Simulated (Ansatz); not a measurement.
# C3: the cost of one run

Program: Ansatz 0.2.0. Level of theory: DFT unrestricted B3LYP, Gaussian basis cc-pVTZ. These are calculated values, not measurements.

### Step 1. The system as given

Bond lengths: C1–C2 1.300 Å, C2–C3 1.300 Å. Angles: C1–C2–C3 180.0°.

As a file:

```xyz
3

C     0.0000    0.0000   -1.3000
C     0.0000    0.0000    0.0000
C     0.0000    0.0000    1.3000
```

### Step 2. Relaxing the atoms: C3

The input, input.yaml:

```yaml
relax:
  f_tol: 0.001
  max_steps: 200
crystal:
  periodic: [false, false, false]
  atoms:
    - { symbol: C, position_ang: [0.0, 0.0, -1.3] }
    - { symbol: C, position_ang: [0.0, 0.0, 0.0] }
    - { symbol: C, position_ang: [0.0, 0.0, 1.3] }
magnetization:
  spin_polarized: true
  initial_magnetization: 2
basis:
  gaussian: { orbitals: cc-pVTZ }
hamiltonian:
  xc: { name: B3LYP }
```

The run is started by

```
$ ansatz run input.yaml --threads 4 --pin off --max-ram 6144MiB --backend cpu --events-out ev --progress --plain --runs-dir out
```

**Question.** How long does this run take on 4 threads of Arm Neoverse N1, shared host, and how much memory does it need?

About 8.7 s, with a peak of 0.17 GiB.
